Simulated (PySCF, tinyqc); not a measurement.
Worked calculation: CISD on RHF in the sto-3g basis, frozen core, for HF, spin multiplicity 1. The lowest restricted solution is unstable here: a spin-polarised one lies 0.0033 hartree lower (PySCF). One step of it, computed by the program tinyqc.

Task: CISD: roots. Diagonalise (each vector has its largest component positive (the first on a tie)); all determinants have Ms = 0, so triplets appear too. The lowest singlet root is the correlation energy.

Occupation strings over the orbitals (2 doubly, a alpha, b beta, 0 empty; spin orbitals ordered 1a 1b 2a 2b ...): 222220 22a22b 2a222b 22b22a 2b222a 222202 222022 220222 2ab222 2ba222 202222

H - E(HF) between determinants (hartree), order 222220, 22a22b, 2a222b, 22b22a, 2b222a, 222202, 222022, 220222, 2ab222, 2ba222, 202222:
```
[[0.000000, 0.000000, 0.000000, 0.000000, 0.000000, 0.028988, 0.028988, 0.233377, -0.035819, 0.035819, 0.091440],
 [0.000000, 0.416615, -0.009193, -0.233377, -0.035819, 0.022417, 0.022417, 0.066260, 0.079204, -0.031086, 0.077388],
 [0.000000, -0.009193, 1.217328, -0.035819, -0.091440, 0.027861, 0.027861, -0.079204, -0.212647, 0.077388, 0.030747],
 [0.000000, -0.233377, -0.035819, 0.416615, -0.009193, -0.022417, -0.022417, -0.066260, -0.031086, 0.079204, -0.077388],
 [0.000000, -0.035819, -0.091440, -0.009193, 1.217328, -0.027861, -0.027861, 0.079204, 0.077388, -0.212647, -0.030747],
 [0.028988, 0.022417, 0.027861, -0.022417, -0.027861, 0.867524, 0.053770, 0.035075, 0.027391, -0.027391, 0.189563],
 [0.028988, 0.022417, 0.027861, -0.022417, -0.027861, 0.053770, 0.867524, 0.035075, 0.027391, -0.027391, 0.189563],
 [0.233377, 0.066260, -0.079204, -0.066260, 0.079204, 0.035075, 0.035075, 0.886441, 0.068016, -0.068016, 0.134057],
 [-0.035819, 0.079204, -0.212647, -0.031086, 0.077388, 0.027391, 0.027391, 0.068016, 1.711821, -0.134057, 0.099616],
 [0.035819, -0.031086, 0.077388, 0.079204, -0.212647, -0.027391, -0.027391, -0.068016, -0.134057, 1.711821, -0.099616],
 [0.091440, 0.077388, 0.030747, -0.077388, -0.030747, 0.189563, 0.189563, 0.134057, 0.099616, -0.099616, 2.705242]]
```

Give: lowest roots of this matrix, relative to E(HF); lowest vectors; <S^2> of these roots; weight of the ground state by excitation level 0, 1, 2, ....

Result:

lowest roots of this matrix, relative to E(HF) (hartree): [-0.0632, 0.1798, 0.6087, 0.8138, 0.8429, 0.9553, 1.0895, 1.2069]

lowest vectors, order 222220, 22a22b, 2a222b, 22b22a, 2b222a, 222202, 222022, 220222, 2ab222, 2ba222, 202222:
```
[[0.9685, 0.0000, -0.0907, 0.0000],
 [0.0221, 0.7061, 0.6747, 0.0000],
 [-0.0077, 0.0305, -0.0774, 0.0000],
 [-0.0221, 0.7061, -0.6747, 0.0000],
 [0.0077, 0.0305, 0.0774, 0.0000],
 [-0.0179, 0.0000, -0.0254, 0.7071],
 [-0.0179, 0.0000, -0.0254, -0.7071],
 [-0.2418, 0.0000, -0.2433, 0.0000],
 [0.0259, -0.0213, -0.0650, 0.0000],
 [-0.0259, -0.0213, 0.0650, 0.0000],
 [-0.0208, 0.0000, -0.0173, 0.0000]]
```

<S^2> of these roots: [0.0000, 2.0000, 0.0000, 0.0000, 0.0000, 0.0000, 2.0000, 0.0000]

weight of the ground state by excitation level 0, 1, 2, ...: [0.9380, 0.0011, 0.0609]

With one virtual orbital singles and doubles already span the full space.
